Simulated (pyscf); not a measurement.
H₂B–NH₂ (SMILES BN) + HCl (SMILES Cl) → H₂N–BH–Cl (SMILES NBCl) + H₂ (SMILES [H][H]) (four-centre exchange; singlet surface; B–H, Cl–H broken, B–Cl, H–H formed). Single points on ωB97X-D3(BJ)/def2-SVP structures (PySCF, gas phase). Energies in kJ/mol from the separated reactants.

| level | barrier | reaction energy |
|---|---|---|
| ωB97X-D3(BJ)/def2-TZVP | 110.0 | -74.1 |
| r²SCAN/def2-TZVP | 84.0 | -78.7 |
| B3LYP-D3(BJ)/def2-TZVP | ___ | -71.6 |
| M06-2X/def2-TZVP | 107.8 | -77.4 |
| ωB97M-D3(BJ)/def2-TZVP | ___ | ___ |
| HF/def2-TZVP | 183.5 | -57.8 |

Task: What belongs in the gaps?

Result: 
- B3LYP-D3(BJ)/def2-TZVP, barrier: 105.2
- ωB97M-D3(BJ)/def2-TZVP, barrier: 110.3
- ωB97M-D3(BJ)/def2-TZVP, reaction energy: -70.1

The functionals in the table span 26.3 kJ/mol in this barrier, from r²SCAN to ωB97M-D3(BJ)/def2-TZVP. The same reactants have a lower exit, to H₂B–Cl + NH₃ (barrier +59.8 kJ/mol at ωB97M-D3(BJ)/def2-TZVP, against +110.3 kJ/mol here). This is the saddle that the search found; another between the same sides may lie lower.
